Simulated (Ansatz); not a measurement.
OSi, triplet, geometry from GFN2-xTB of the parent state (the spin is typed, not shown lowest); Ansatz (a program for electronic structure) with B3LYP/6-31G*.

Here is a job for Ansatz.
Ansatz 0.2 input:
```yaml
crystal:
  periodic: [false, false, false]
  atoms:
    - {symbol: Si, position_ang: [-0.00000000, -0.00000000, -0.57598092]}
    - {symbol: O, position_ang: [0.00000000, 0.00000000, 1.00796661]}
basis:
  gaussian:
    orbitals: 6-31G*
hamiltonian:
  xc: b3lyp
magnetization: {spin_polarized: true, initial_magnetization: 2}
```

It wrote (shortened):

```
Functional definition: B3LYP
292 factors; integrals over basis functions are off by at most 1.1e-3 eV
mean field evaluation 1: about -9912.5043 eV, gradient 4.3e1 eV
mean field evaluation 2: about -9819.0984 eV, gradient 1.2e2 eV
mean field evaluation 4: about -9920.1492 eV, gradient 6.2e0 eV
mean field evaluation 8: about -9920.3996 eV, gradient 2.8e-1 eV
mean field evaluation 16: about -9920.4000 eV, gradient 6.0e-5 eV
mean field evaluation 32: about -9920.4000 eV, gradient 1.3e-6 eV
mean field -9920.40002842 eV, -364.5679767558 hartree, gradient 1.8e-6 eV, S^2 2.006470; 3 other end points of the search recorded, 0 dependent functions left out
reference -9920.40019278 eV, -364.5679827958 hartree; 12, 10 occupied and 22, 24 virtual orbitals, 292 factors
Total energy: -9920.40019278 eV, -364.5679827958 hartree
```
